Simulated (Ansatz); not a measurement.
Basis-set extrapolation for `BC[SiH3]` (PBE0-D4/def2-TZVP geometry, frozen core, the Gaussian-basis code of Ansatz). Multiplicity 1, RHF reference.

```
                      def2-TZVPP   def2-QZVPP
                 HF  -355.579541  -355.592015
    MP2 correlation    -0.412400    -0.438974
CCSD(T) correlation    -0.477848      not run
```

Energies in hartree. Use E(X) = E(∞) + A·exp(−7.88·√X) for Hartree–Fock and E(X) = E(∞) + B·X^(−2.97) for correlation, with X = 3 and 4, and add CCSD(T) minus MP2 of the smaller set to the MP2 limit.

Task: What is the CCSD(T) energy at the basis-set limit?

Result: HF limit: -355.592015 + (-0.012474) × 0.13774 = -355.59373. MP2 limit: -0.438974 + (-0.026574) × 0.74074 = -0.45866. Higher-order term: -0.477848 − (-0.412400) = -0.06545. Total: -356.11784 hartree, 1.64 eV below CCSD(T)/def2-TZVPP.
